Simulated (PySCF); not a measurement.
# C4H7ClO: the cost of one run

The runs use PySCF 2.14.0, with density-fitted response routines of our own; the level of theory stands in each step. All values are computed, except where a source is named. Atoms are numbered from 0 throughout.

## Step 1: The starting structure

13 atoms, charge 0, multiplicity 1; geometry from: GFN2-xTB. The atoms were then displaced at random by about 0.01 Å, so the start is not that level's minimum.

Bonds of the start (Å): C0–C1 1.54, C1–C2 1.54, C2–C3 1.44, C3–O4 1.20, C3–Cl5 1.81, C0–H6 1.11, C0–H7 1.07, C0–H8 1.05, C1–H9 1.08, C1–H10 1.09, C2–H11 1.10, C2–H12 1.09.

## Step 2: Relaxing the molecule at PBE0-D3(BJ)/def2-SVP

The job: settings as JSON, then the geometry in Å.

```
{"job": {"xc": "PBE0", "basis": "def2-SVP", "d3": "d3bj", "grid": 1, "shake": 0.01, "kind": "geom"}, "charge": 0, "multiplicity": 1}
C      1.845260    -0.021870    -0.038330
C      0.409850    -0.451950    -0.404420
C     -0.658680     0.359170     0.345500
C     -1.988440    -0.068310     0.004960
O     -2.378680    -0.924690    -0.746630
Cl    -3.243490     0.887220     0.891960
H      1.980130     1.049740    -0.293960
H      2.024850    -0.116210     1.016970
H      2.555960    -0.579020    -0.569130
H      0.249410    -0.335480    -1.464640
H      0.284180    -1.507560    -0.154350
H     -0.540210     1.427620     0.134050
H     -0.534310     0.264460     1.424310
```

The run is started by

```console
OMP_NUM_THREADS=1 python probes_run.py task.json out
```

The driver reads the jobs from task.json and runs them one after another.

**Question.** How long does this first job take on 1 thread of Arm Neoverse V1, shared host, and how much memory does it need?

About 54 s, with a peak of 0.51 GiB.
